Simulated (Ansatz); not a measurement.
## H2B–Al, singlet in 6-31G: errors against full CI

Geometry: a point of a stretch scan, not a stationary point.

```yaml
atoms:
  - { symbol: B, position_ang: [0.0000, -0.0104, 1.4779] }
  - { symbol: Al, position_ang: [0.0000, -0.0104, -0.7626] }
  - { symbol: H, position_ang: [0.0000, 1.4062, 2.4176] }
  - { symbol: H, position_ang: [0.0000, -1.0154, 2.1445] }
```

Basis 6-31G; Ansatz 0.2.0. Correlated methods freeze the noble-gas cores, which leaves 8 electrons in 20 orbitals. R marks a restricted (for open shells ROHF) determinant, U an unrestricted one. Active spaces: valence = (8e, 10o) chosen from the atoms' valence shells; pair = (2e, 2o) about the gap.

Full CI is exact within this basis and frozen core; it isn't the basis-set limit. The frozen core follows each run's orbitals, which can shift R against U totals by a few meV.

The UHF ⟨S²⟩ is 0.479 and the T1 diagnostic (RCCSD) is 0.0152. The largest doubles amplitude (RCCSD) is 0.093.

```json
{"level": "RMP2", "E − E(RHF) (eV)": "-2.1836"}
{"level": "RCCSD", "E − E(RHF) (eV)": "-3.0967"}
{"level": "RCCSD(T)", "E − E(RHF) (eV)": "-3.1605"}
```

**Question.** Estimate how far full CI in 6-31G lies from RCCSD(T). The table doesn't fix it; the size of (T) and the diagnostics are the guide.

**Answer.** Full CI in 6-31G lies 0.56 kcal/mol below RCCSD(T), which is 38 % of the (T) step (-1.47 kcal/mol). RHF is unstable towards spin polarisation, and the rest is a large part of (T).

The other levels:

| level | E − E(full CI) (kcal/mol) | share of correlation (%) | wall time |
| --- | --- | --- | --- |
| CISD | 7.17 | 90.23 | 1.3 s |
| BCCD(T) | 0.56 | 99.24 | 0.54 s |
| RCCSDT | 0.10 | 99.86 | – |
| RCCSDT(Q) | 0.03 | 99.96 | 0.96 s |
| RCCSDTQ | 0.00 | 99.99 | 10 s |
| CASSCF (pair space) | 57.51 | 21.69 | – |
| NEVPT2 (pair space) | 18.04 | 75.44 | 0.97 s |
| MRCISD (pair space) | 4.50 | 93.88 | – |
| MRCISD+Q (pair space) | -0.34 | 100.46 | 1.9 s |
| CASSCF (valence space) | 16.21 | 77.93 | – |
| NEVPT2 (valence space) | 4.71 | 93.59 | 5.5 s |
| NEVPT4(SD) (valence space) | 0.88 | 98.80 | 9.6 s |
| MRCISD (valence space) | 0.54 | 99.27 | – |
| MRCISD+Q (valence space) | 0.24 | 99.68 | 11 s |

The correlation energy at full CI, counted from RHF, is -3.185 eV. That run took 70 s on 1 thread of Intel Xeon, shared host over 11,765,097 determinants.

Run but not shown, since their state or frozen core can't be matched to the reference's or they repeat it: UHF, UMP2, UCCSD, UCCSD(T), UCCSDT, UCCSDT(Q).

Times hold each run's SCF and search for its determinant on a shared host, so for small cases they say little of a method's own cost; they ran on 1 thread of Intel Xeon.

Not variational, and here over 5 meV under the exact energy: MRCISD+Q (pair space).

The full-CI state has the irrep A' of Cs, in the program's axes.

Natural occupations of full CI about the gap: 1.969 1.948 1.925 1.881 0.071 0.059 0.046 0.031 0.022 0.021; effectively unpaired electrons, Σ n²(2−n)², 0.13.
